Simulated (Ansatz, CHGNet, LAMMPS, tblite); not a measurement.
How well does each level of theory give the elastic constant C12 of diamond-structure Ge?

Reference value: 49 GPa (measured, low temperature, zero-point motion not removed; as tabulated in Tanner et al. (2021), arXiv:2110.11888).

### Question
What do Tersoff Ge.tersoff (a germanene fit), GFN2-xTB, CHGNet-r²SCAN, LDA, PBE, PBE-D3(BJ), r²SCAN, LC-ωPBE, r²SCANh give, and how far is each from the reference?

### Answer

```
level (code)                                   value (GPa)  cell (Å³/atom)  difference (%)
---------------------------------------------  -----------  --------------  --------------
Tersoff Ge.tersoff (a germanene fit) (LAMMPS)         21.4           21.40             -56
GFN2-xTB (tblite)                                     36.7           23.56             -25
CHGNet-r²SCAN                                         33.9           22.93             -31
LDA (Ansatz)                                          46.9           22.21            -4.3
PBE (Ansatz)                                          36.7           23.89             -25
PBE-D3(BJ) (Ansatz)                                   41.8           23.14           -14.7
r²SCAN (Ansatz)                                       43.8           22.84           -10.6
LC-ωPBE (Ansatz)                                      62.7           21.56             +28
r²SCANh (Ansatz)                                      46.2           22.64            -5.7
```

Once the reference is moved by up to 5.0 % (a margin picked here for doubts on the reference and the settings, and for temperature and zero-point motion) and values within 1.7 % count as equal, the nearest can be LDA (-4.3 %) or r²SCANh (-5.7 %). Farthest off among them: Tersoff Ge.tersoff (a germanene fit) (-56 %). Within 20 %: LDA, PBE-D3(BJ), r²SCAN, r²SCANh.

The measured value isn't corrected to a static lattice, so vibrations enter the comparison.  GFN2-xTB: the method was fitted mainly to molecules. GFN2-xTB: the run uses a supercell at the zone centre in place of a k mesh. LDA, PBE, PBE-D3(BJ): the solid has no gap at this level, which affects its response. PBE-D3(BJ): the dispersion coefficients are held fixed in the derivatives. Each level is taken at its own relaxed cell. Cutoffs and k meshes differ between the levels. Ansatz's density-functional and Hartree–Fock values are scalar-relativistic unless marked +SOC, with PAW data made under PBE.

Empirical potentials (Tersoff Ge.tersoff (a germanene fit)) are fitted to chosen data: where that held the value shown, agreement is built in, and what lay outside the fit can be far off. Machine-learned potentials (CHGNet-r²SCAN) are trained on DFT data: a solid inside that data is no test of them.

Differences are worked out from the printed values.

Ansatz is an electronic-structure program.
